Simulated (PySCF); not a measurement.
System (SMILES): FF (F2).
Geometry (B3LYP-D3(BJ)/def2-TZVP, fixed):
```
F
F 1 1.3965
```
Charge 0, spin multiplicity 1.

How fast the mean static polarisability converges with the basis for several methods (PySCF): deviation from each method's own reference, in %. References: HF 8.40 bohr³, the value in aug-cc-pV5Z; PBE 8.76 bohr³, the value in aug-cc-pV5Z; PBE0 8.46 bohr³, the value in aug-cc-pV5Z. All functions are spherical. Density fitting with generated auxiliary sets. No added dispersion term, no relativity. 

```
basis            functions     HF    PBE   PBE0
---------------  ---------  -----  -----  -----
cc-pVDZ                 28  -41.3  -54.3  -50.6
6-31+G*                 36  -16.2  -22.5  -20.7
def2-SVPD               46   -2.2   -3.3   -2.9
aug-pcseg-1             46    0.8   -1.6   -0.6
pcseg-2                 60  -19.6  -29.7  -26.5
jun-cc-pV(T+d)Z         78   -1.8   -4.6   -3.5
aug-pcseg-2             92   -0.5    0.0   -0.2
cc-pV5Z                182  -10.2  -17.9  -15.1
```

Mean absolute deviation over pcseg-2, jun-cc-pV(T+d)Z, aug-pcseg-2: HF 7.3, PBE0 10.1, PBE 11.4 %.
